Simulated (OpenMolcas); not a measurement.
# SiH2 (SMILES [SiH2]) at 3 levels

We compute a comparison of 3 runs (B2PLYP/6-31G*, PBE0/6-31G*, CCSD(T)/6-31G*) of SiH2. 

Program for the calculation: OpenMolcas 26.06.

## 1. The molecule

SiH2: 3 atoms, total charge 0, spin state singlet. SMILES: `[SiH2]`. The Si1–H3 distance was set to 1.907 Å, away from the relaxed value.

Bond lengths: Si1–H2 1.525 Å. A long bond or contact: Si1–H3 1.907 Å.

## 2. The energy at B2PLYP/6-31G(d) (spherical functions) (run 1)

Input file coord.xyz:

```xyz
3

Si    -0.526727     0.847568    -0.189774
H      0.804773     0.957568     0.546326
H     -0.349100    -1.047200    -0.308900
```

Input file mol.input:

```
* H2Si Kohn-Sham DFT
&GATEWAY
BasLib
$CurrDir
Coord
coord.xyz
Basis
6-31Gs
Group
NoSym
&SEWARD
GridInput
Grid=UltraFine
End of Grid
&SCF
KSDFT
B2PLYP_SCF
Thresholds
1e-10 1e-07 1e-07 1e-05
PrOrbitals
1 1
&MBPT2
Frozen
5
```

The basis set 6-31G* is read from a file made from the Basis Set Exchange's data (not shown).

Launch:

```
$ export MOLCAS_MEM=1860
$ pymolcas mol.input > mol.log
```

The log of the run:

```text
--- Start Module: gateway ---
[...]
--- Stop Module: gateway /rc=_RC_ALL_IS_WELL_ ---
[...]
      Basis functions           22
[...]
--- Start Module: scf ---
[...]
       Convergence after  10 Iterations
[...]
::    Total KS-DFT energy                            -290.3999967624
[...]
      Total spin, S                                     0.0000000000
[...]
      Total electronic charge=   16.000000
      Total            charge=   -0.000000
[...]
      Dipole Moment (debye):
      Origin of the operator (angstrom)=   -0.4760    0.7876   -0.1690
                   X=  2.2316E-01               Y=  8.3805E-01               Z=  2.1666E-01           Total=  8.9390E-01
      Quadrupole Moment (debye*angstrom):
[...]
--- Stop Module: scf /rc=_RC_ALL_IS_WELL_ ---
[...]
--- Start Module: mbpt2 ---
[...]
 ###    WARNING: MP2 implementation intended for RHF references only         ###
 ###############################################################################
MBPT2 WARNING: Reference function according to RunFile:KS-DFT
I'll assume you know what you're doing and continue
WARNING!
Default frozen orbitals as non valence orbitals is overwritten by user input.
Default values:   2
[...]
       Reference weight ( Cref**2 )         =        0.93082
::    Total MBPT2 energy                             -290.4917975862
[...]
      Total MBPT2 calculations                           0.03      0.04
--- Stop Module: mbpt2 /rc=_RC_ALL_IS_WELL_ ---
[...]
```

Run time: 3.3 s. Hardware: 1 thread of Intel Xeon Platinum 8375C at 2.90GHz (Ice Lake), shared host; peak memory 0.37 GiB.

## 3. A single-point energy at PBE0/6-31G(d) (spherical functions) (run 2)

coord.xyz is that of step 2.

Input file mol.input:

```
&gateway
 baslib = $CurrDir
 coord = coord.xyz
 basis = 6-31Gs
 group = NoSym

&seward
 gridinput
 Grid=UltraFine
 End of Grid

&scf
 ksdft = PBE0
 thresholds = 1e-10 1e-07 1e-07 1e-05
 prorbitals = 1 1
```

The basis set 6-31G* is read from a file made from the Basis Set Exchange's data (not shown).

Launch:

```
$ export MOLCAS_MEM=1860
$ pymolcas mol.input > mol.log
```

The log of the run:

```text
--- Start Module: gateway ---
[...]
--- Stop Module: gateway /rc=_RC_ALL_IS_WELL_ ---
--- Start Module: seward ---
[...]
      Basis functions           22
--- Stop Module: seward /rc=_RC_ALL_IS_WELL_ ---
--- Start Module: scf ---
[...]
       Convergence after  10 Iterations
[...]
::    Total KS-DFT energy                            -290.4344257334
[...]
      Total spin, S                                     0.0000000000
[...]
      Total electronic charge=   16.000000
      Total            charge=   -0.000000
[...]
      Dipole Moment (debye):
      Origin of the operator (angstrom)=   -0.4760    0.7876   -0.1690
                   X=  3.0049E-01               Y=  6.8531E-01               Z=  2.4129E-01           Total=  7.8623E-01
      Quadrupole Moment (debye*angstrom):
[...]
--- Stop Module: scf /rc=_RC_ALL_IS_WELL_ ---
[...]
```

Run time: 3 s. Hardware: 1 thread of Intel Xeon Platinum 8375C at 2.90GHz (Ice Lake), shared host; peak memory 0.37 GiB.

## 4. The energy at CCSD(T)/6-31G(d) (spherical functions) (run 3)

coord.xyz is that of step 3.

Input file mol.inp:

```
&GATEWAY
  BasLib = $CurrDir
  Coord = coord.xyz
  Basis = 6-31Gs
  Group = NoSym

&SEWARD

&SCF
  Thresholds = 1e-10 1e-07 1e-07 1e-05
  PrOrbitals = 1 1

&RASSCF
  FileOrb = $Project.ScfOrb
  Spin = 1
  Nactel = 0 0 0
  Inactive = 8
  Ras2 = 0
  OutOrbitals = Canonical
  OrbListing = Nothing

&MOTRA
  JobIph
  Frozen = 5

&CCSDT
  CCT
  Triples = 2
  Iterations = 80
  Accuracy = 1e-08
  Extrapolation = 5 4
```

The basis set 6-31G* is read from a file made from the Basis Set Exchange's data (not shown).

Launch:

```
$ export MOLCAS_MEM=1860
$ pymolcas mol.inp > mol.log
```

The log of the run:

```text
--- Start Module: gateway ---
[...]
--- Stop Module: gateway /rc=_RC_ALL_IS_WELL_ ---
[...]
      Basis functions           22
[...]
       Convergence after  10 Iterations
[...]
::    Total SCF energy                               -289.9692158984
[...]
      Total spin, S                                     0.0000000000
[...]
      Number of active orbitals                  0
[...]
      Spin quantum number                      0.0
[...]
      Active orbitals                            0
[...]
      Number of CSFs                             1
[...]
      Number of root(s) required                 1
[...]
      Convergence after  4 iterations
[...]
      Natural orbitals and occupation numbers for root  1
      ************************************************************************************************************************
      *                                                    Final results                                                     *
      ************************************************************************************************************************
[...]
::    RASSCF root number  1 Total energy:   -289.96921590
[...]
      Total electronic charge=   16.000000
      Total            charge=   -0.000000
[...]
      Dipole Moment (debye):
      Origin of the operator (angstrom)=   -0.4760    0.7876   -0.1690
                   X=  2.1763E-01               Y=  9.5648E-01               Z=  2.2713E-01           Total=  1.0069E+00
      Quadrupole Moment (debye*angstrom):
[...]
--- Start Module: motra ---
[...]
      *** WARNING: Default frozen orbitals is overwritten by user input.
      *** Default values:   2
[...]
--- Stop Module: motra /rc=_RC_ALL_IS_WELL_ ---
--- Start Module: ccsdt ---
[...]
      Convergence after                    15  Iterations
      Total energy (diff) :    -290.06747374      -0.00000001
[...]
 METHOD                       : CCSD+T(CCSD)+<T3(1)WT1> = CCSD(T)
[...]
       CCSD     =      -290.0674737372302
[...]
--- Stop Module: ccsdt /rc=_RC_ALL_IS_WELL_ ---
[...]
```

Run time: 2.5 s. Hardware: 1 thread of Intel Xeon Platinum 8375C at 2.90GHz (Ice Lake), shared host; peak memory 0.37 GiB.

## 5. The series

```tsv
run	level	frozen core orbitals	integration grid	energy (Eh)	dipole moment (D) of the reference	HOMO energy (eV)	LUMO energy (eV)	wall time
1	B2PLYP/6-31G* (spherical functions)	5	UltraFine	-290.424783	0.89	-7.81	-1.98	3.3 s
2	PBE0/6-31G* (spherical functions)	–	UltraFine	-290.434426	0.79	-6.97	-3.25	3 s
3	CCSD(T)/6-31G* (spherical functions)	5	–	-290.069653	1.01	-9.31	-0.01	2.5 s
```

## 6. Summary of results

| quantity | value |
| --- | --- |
| run 3: total energy | -290.06965 Eh |
| run 3: dipole moment (mean-field density) | 1.01 D |
| run 3: HOMO energy (Hartree–Fock orbitals) | -9.31 eV |
| run 3: LUMO energy (Hartree–Fock orbitals) | -0.01 eV |
| run 3: HOMO–LUMO gap (Hartree–Fock orbitals) | 9.30 eV |
| run 3: correlation energy (5 core orbitals frozen) | -100.4 mEh |
| run 3: (T) correction | -2.18 mEh |

**Reading.** For B2PLYP the log adds the whole second-order term; the table takes 0.27 of it, as the functional is defined. Totals of different functionals can't be ranked against each other. All runs together took 8.8 s, the longest 3.3 s.
